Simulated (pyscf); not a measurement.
## Routes from HO–Si•(Cl)–Cl (SMILES O[Si](Cl)Cl) + HCl (SMILES Cl)

Candidate steps break at most two bonds and form at most two. Each was searched with GFN2-xTB (tblite) first. Structures and frequencies: ωB97X-D3(BJ)/def2-SVP in PySCF. Energies: ωB97M-D3(BJ)/def2-TZVP, kcal/mol, from the separated reactants, doublet surface; ΔG‡ with ideal gas, 1 atm, RRHO with modes under 100 cm⁻¹ raised to 100, one conformer, R ln 2 for chiral ones without a mode under 150 cm⁻¹.

```tsv
products	type	ΔE‡	ΔE	ΔG‡ 298 K	ΔG‡ 900 K	ν‡ (cm⁻¹)
Cl–Si•(Cl)–Cl + H₂O	four-centre exchange	11.8	+1.5	22.0	43.8	828i
HO–Si(Cl)(Cl)–Cl + H•	atom transfer	14.1	-8.5	21.2	40.1	706i
```

Plain bond fissions and candidates not yet searched are not listed, and one of them may be faster. Each barrier is that of the saddle found; lower ones may exist.
